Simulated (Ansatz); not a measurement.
# CH3OSi: the cost of one run

The runs use Ansatz 0.2.0, Gaussian basis; Hartree-Fock/def2-SVP.

1 further run of the same task is left out (it didn't finish).

### 1 The system as given

SMILES `[CH+]=[SiH]O`, 6 atoms, charge 1, spin multiplicity 1.

Atoms are counted from 1 here; the program's logs count them from 0.

Bond lengths: C1–Si2 1.789 Å, C1–H4 1.073 Å, Si2–O3 1.562 Å, Si2–H5 1.442 Å, O3–H6 0.959 Å. Angles: Si2–C1–H4 164.8°, C1–Si2–O3 113.9°, C1–Si2–H5 124.9°, O3–Si2–H5 121.2°, Si2–O3–H6 144.3°.

Coordinates:

```xyz
6
charge 1, multiplicity 1
C    -1.00989   -0.74318   -0.89217
Si    0.12088    0.39301   -0.09717
O     0.80515   -0.18645    1.18214
H    -1.75756   -1.19228   -1.51660
H     0.41497    1.72488   -0.56415
H     1.42646    0.00402    1.88795
```

### 2 The run

Contents of md/in.yaml:

```yaml
crystal:
  periodic: [false, false, false]
  atoms:
    - {symbol: C, position_ang: [-1.009890, -0.743180, -0.892170]}
    - {symbol: Si, position_ang: [0.120880, 0.393010, -0.097170]}
    - {symbol: O, position_ang: [0.805150, -0.186450, 1.182140]}
    - {symbol: H, position_ang: [-1.757560, -1.192280, -1.516600]}
    - {symbol: H, position_ang: [0.414970, 1.724880, -0.564150]}
    - {symbol: H, position_ang: [1.426460, 0.004020, 1.887950]}
basis:
  gaussian: {orbitals: def2-SVP}
total_charge: 1
hamiltonian: {xc: hf}
md: {n_steps: 40, timestep: 0.5, temperature: 100, ensemble: nve, seed: 924, initial_velocities: maxwell_boltzmann}
```

The run is started by

```sh
$ ansatz run in.yaml --threads 2 --pin off --events-out ev --progress --plain --max-ram 3481MiB
```

What time and memory should one allow on 2 threads of Arm Neoverse V2, shared host?

About 10 s, with a peak of 0.09 GiB.
